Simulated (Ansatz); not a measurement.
Total energies of the cluster P4⁻ (the lowest doublet isomer of a short search) from Ansatz at CCSD(T)/def2-TZVPPD, gas phase (1 Eh = 27.2114 eV = 2625.5 kJ/mol). The reference geometry is relaxed at B3LYP-D4/def2-TZVPD.

```xyz
4

P     1.207   -0.371    0.119
P    -0.434    0.845    0.841
P    -0.796   -1.296    0.372
P     0.022    0.821   -1.333
```

```
            state                        geometry  energy (Eh)
charge -1 doublet                       reference  -1363.68526
 charge 0 singlet                       reference  -1363.63361
charge -1 quartet  relaxed at B3LYP-D4/def2-TZVPD  -1363.64462
```

Correlated methods freeze 20 core orbitals.

**Question.** Work out the vertical ionisation energy to the singlet.

**Answer.** E(charge 0 singlet) − E(charge -1 doublet) = -1363.63361 − (-1363.68526) = 0.05165 Eh = 1.41 eV.

**Question.** Which of the charge -1 states is lowest, and how far above it are the others?

**Answer.** The doublet. quartet: -1363.64462 − (-1363.68526) = 0.04064 Eh = 106.7 kJ/mol. The quartet differs in its bonds from the reference.

At CCSD(T)/def2-TZVPPD T1 of the charge 0 singlet is large (up to 0.020), so the single-reference result is doubtful. At CCSD(T)/def2-TZVPPD the restricted singlet (for correlated methods, its reference) is unstable: a solution with broken spin symmetry lies lower. 

The structure comes from a short search, and lower isomers may exist.
